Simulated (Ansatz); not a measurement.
Input (CCSDT(Q)/aug-cc-pVQZ; Ansatz, a quantum-chemistry and plane-wave program):

Ansatz 0.2 input:
```yaml
crystal:
  periodic: [false, false, false]
  atoms:
    - {symbol: C, position_ang: [0.00000000, -0.00000000, 0.00000000]}
    - {symbol: H, position_ang: [-0.00996657, 1.09156801, -0.02069198]}
    - {symbol: H, position_ang: [0.95018374, -0.53760457, -0.01343118]}
    - {symbol: H, position_ang: [-0.94021717, -0.55396344, 0.03412316]}
basis:
  gaussian:
    orbitals: aug-cc-pVQZ
total_charge: 1
magnetization: {spin_polarized: false}
correlation: {method: ccsdt_q, electrons: outside_noble_gas}
```

Output:

```
Functional definition: HF
integrals: 1.69 GiB planned
2459 factors; integrals over basis functions are off by at most 2.6e-7 eV
mean field: 0.99 GiB planned
mean field evaluation 1: about -1067.3617 eV, gradient 1.7e1 eV
mean field evaluation 2: about -1067.3613 eV, gradient 1.7e1 eV
mean field evaluation 4: about -1068.0435 eV, gradient 8.0e-1 eV
mean field evaluation 8: about -1068.0460 eV, gradient 8.1e-5 eV
mean field evaluation 16: about -1068.0460 eV, gradient 2.7e-6 eV
mean field -1068.04600312 eV, -39.2499666671 hartree, gradient 2.7e-6 eV, S^2 0.000000; 0 other end points of the search recorded, 0 dependent functions left out
1 core orbitals not correlated
reference -1068.04600312 eV, -39.2499666671 hartree; 3, 3 occupied and 214, 214 virtual orbitals, 2459 factors
second order -3.84660500 eV of doubles, -0.00000000 eV of singles
coupled cluster: 6.33 GiB planned
cycle   1  -4.22998420 eV  change   -3.8e-1 eV  update   4.3e-2
cycle   2  -4.47964715 eV  change   -2.5e-1 eV  update   1.6e-2
cycle   3  -4.48758830 eV  change   -7.9e-3 eV  update   3.9e-3
cycle   4  -4.48528573 eV  change    2.3e-3 eV  update   1.2e-3
cycle   5  -4.48614639 eV  change   -8.6e-4 eV  update   2.6e-4
cycle   6  -4.48609933 eV  change    4.7e-5 eV  update   1.0e-4
cycle   7  -4.48598226 eV  change    1.2e-4 eV  update   3.5e-5
cycle   8  -4.48605243 eV  change   -7.0e-5 eV  update   1.6e-5
cycle   9  -4.48605571 eV  change   -3.3e-6 eV  update   4.8e-6
cycle  10  -4.48604620 eV  change    9.5e-6 eV  update   1.6e-6
cycle  11  -4.48604762 eV  change   -1.4e-6 eV  update   5.0e-7
cycle  12  -4.48604822 eV  change   -6.0e-7 eV  update   1.5e-7
perturbative correction -0.00183294 eV, -0.0000673592 hartree
Total energy: -1072.53388427 eV, -39.4148932575 hartree
```
